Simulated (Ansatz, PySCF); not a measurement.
Molecule: CHF2 (charge 0, doublet). It need not be the lowest isomer of its formula. 
Geometry from a B3LYP-D3(BJ)/def2-TZVP (Ansatz, an electronic-structure program) optimisation:
```
C
F 1 1.3294
F 1 1.3294 2 111.26
H 1 1.0891 2 114.16 3 -130.99
```
Charge 0, spin multiplicity 2.


Wanted: enthalpy of formation at 298 K (from the atomisation energy, B3LYP-D3(BJ)/def2-TZVP harmonic zero-point and thermal terms from PySCF, and the atoms' enthalpies of formation in the G2/97 table; no spin-orbit terms, and no core term in the frozen-core levels), in eV. Cores are frozen in the correlated levels unless marked. UHF or UKS for open shells. Spin-orbit coupling is left out. Non-relativistic. The coupled-cluster limit lacks core correlation, which all-electron functionals hold. Basis-set limits of correlation are two-point, X^-3; Hartree-Fock from the larger set. [CCSD(T)-MP2]/basis is that difference in the basis named.

```
level                         program  enthalpy of formation at 298 K (eV)
----------------------  -------------  -----------------------------------
HF/aug-cc-pVTZ                 Ansatz                                 1.92
BP86-D3(BJ)/def2-TZVPD  PySCF + dftd3                                -3.39
```

### Question
Estimate the value at RI-MP2/CBS(aug-cc-pVTZ,aug-cc-pVQZ)+[CCSD(T)-MP2]/aug-cc-pVTZ as computed with Ansatz.

### Answer
-2.56 eV, so BP86-D3(BJ)/def2-TZVPD differs from it by -0.83 eV.
